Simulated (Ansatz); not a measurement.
**BH⁻, quartet: reading a ladder of total energies**

Geometry: a point of a stretch scan, not a stationary point.

```yaml
atoms:
  - { symbol: B, position_ang: [0.0000, 0.0000, 0.0000] }
  - { symbol: H, position_ang: [0.0000, 0.0000, 3.2040] }
```

Basis aug-cc-pVDZ; Ansatz 0.2.0. Only valence electrons are correlated (noble-gas cores frozen), which leaves 5 electrons in 31 orbitals. R marks a restricted (for open shells ROHF) determinant, U an unrestricted one.

Full CI is exact within this basis and frozen core; it isn't the basis-set limit. The frozen core follows each run's orbitals, which can shift R against U totals by a few meV.

Runs differ by some tens of microhartree through their thresholds and, for an open shell, their frozen cores, so steps under 0.1 kcal/mol mean nothing.

```csv
level,total energy (hartree)
UHF,-25.019937
UMP2,-25.074170
UCCSD,-25.096278
UCCSD(T),-25.099021
UCCSDT,-25.100076
UCCSDT(Q),-25.100204
full CI,-25.100217
```

Task: What is the correlation energy at full CI, and what share of it do UMP2 and UCCSD(T) recover?

Result: E(corr) = -25.100217 − (-25.019937) = -0.080280 hartree = -2.185 eV. UMP2: -0.054233 / -0.080280 = 67.55 %. UCCSD(T): -0.079084 / -0.080280 = 98.51 %.

Task: By how many kcal/mol does UCCSD(T) miss full CI (1 hartree = 627.509 kcal/mol), and which steps make up the rest?

Result: -25.099021 − (-25.100217) = 0.001196 hartree = 0.75 kcal/mol. Steps: UCCSDT − UCCSD(T) = -0.66, UCCSDT(Q) − UCCSDT = -0.08, full CI − UCCSDT(Q) = -0.01 kcal/mol. That is within 1 kcal/mol of the reference in this basis, which itself misses far more of the correlation at the basis-set limit.
